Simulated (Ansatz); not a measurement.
water (SMILES O) moved off its minimum; all values from Ansatz (a first-principles code), cores frozen in correlated methods.
(charge 0, multiplicity 1)
```xyz
3

O     -0.1501     0.1084     0.0468
H     -0.5348    -0.3595     0.0363
H      0.7356    -0.4289     0.0572
```

```json
[
 {"level": "HF/def2-TZVPP", "largest force (eV/Å)": "76.27", "on atom": "H2", "rms difference from CCSD(T)/aug-cc-pVTZ (eV/Å)": "0.626", "dipole (D)": "2.07"},
 {"level": "PBE/def2-TZVPP", "largest force (eV/Å)": "77.00", "on atom": "H2", "rms difference from CCSD(T)/aug-cc-pVTZ (eV/Å)": "0.197", "dipole (D)": "1.97"},
 {"level": "r2SCAN/def2-TZVPP", "largest force (eV/Å)": "76.49", "on atom": "H2", "rms difference from CCSD(T)/aug-cc-pVTZ (eV/Å)": "0.169", "dipole (D)": "2.00"},
 {"level": "B3LYP/def2-TZVPP", "largest force (eV/Å)": "76.37", "on atom": "H2", "rms difference from CCSD(T)/aug-cc-pVTZ (eV/Å)": "0.234", "dipole (D)": "2.00"},
 {"level": "wB97M-V/def2-TZVPP", "largest force (eV/Å)": "76.57", "on atom": "H2", "rms difference from CCSD(T)/aug-cc-pVTZ (eV/Å)": "0.137", "dipole (D)": "2.00"},
 {"level": "MP2/aug-cc-pVTZ", "largest force (eV/Å)": "76.90", "on atom": "H2", "rms difference from CCSD(T)/aug-cc-pVTZ (eV/Å)": "0.069", "dipole (D)": "1.93"},
 {"level": "CCSD(T)/aug-cc-pVTZ", "largest force (eV/Å)": "76.85", "on atom": "H2", "rms difference from CCSD(T)/aug-cc-pVTZ (eV/Å)": "0.000", "dipole (D)": "1.91"}
]
```

The differences count from one level among others, with limits of its own. Forces at CCSD(T)/aug-cc-pVTZ (eV/Å):

```
atom       Fx       Fy      Fz
----  -------  -------  ------
O1     52.026   56.170   1.354
H2    -49.893  -58.437  -1.337
H3     -2.133    2.267  -0.017
```
